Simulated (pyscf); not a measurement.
`[OH][B]([OH])[F]` → `[O]=[B][OH]` + `[FH]` (elimination; singlet surface; B–F, H–O broken, F–H formed). Single points on ωB97X-D3(BJ)/def2-SVP structures (PySCF, gas phase). Correlated levels are frozen-core, on RHF or UHF. ΔMP2 is the change of the MP2 total energy from the triple- to the quadruple-zeta basis. Energies in kJ/mol from the reactant's lowest minimum found.

```json
[
 {"level": "ωB97X-D3(BJ)/def2-TZVP", "barrier": "[?]", "reaction energy": "+250.7"},
 {"level": "r²SCAN/def2-TZVP", "barrier": "256.1", "reaction energy": "+256.0"},
 {"level": "B3LYP-D3(BJ)/def2-TZVP", "barrier": "258.8", "reaction energy": "+240.3"},
 {"level": "PBE0-D3(BJ)/def2-TZVP", "barrier": "261.6", "reaction energy": "+255.0"},
 {"level": "HF/def2-TZVP", "barrier": "325.1", "reaction energy": "+260.9"},
 {"level": "CCSD(T)/def2-TZVPP", "barrier": "271.1", "reaction energy": "+243.7"},
 {"level": "CCSD(T)/def2-TZVPP + ΔMP2(QZVPP)", "barrier": "[?]", "reaction energy": "[?]"}
]
```

**Question.** Fill in the missing entries.

**Answer.** 
- ωB97X-D3(BJ)/def2-TZVP, barrier: 266.3
- CCSD(T)/def2-TZVPP + ΔMP2(QZVPP), barrier: 270.8
- CCSD(T)/def2-TZVPP + ΔMP2(QZVPP), reaction energy: +241.2

Of the functionals in the table, ωB97X-D3(BJ) is closest to CCSD(T)/def2-TZVPP + ΔMP2(QZVPP) in the barrier (4.5 kJ/mol apart) and r²SCAN least close (14.7 kJ/mol); that level has limits of its own. On the product side the descent ends in a bound adduct, 37.7 kJ/mol under the separated species and 53.4 kJ/mol under the saddle at ωB97X-D3(BJ)/def2-TZVP. This is the saddle that the search found; another between the same sides may lie lower. The CCSD(T) − MP2 part came from Ansatz, without density fitting, on the same reference.
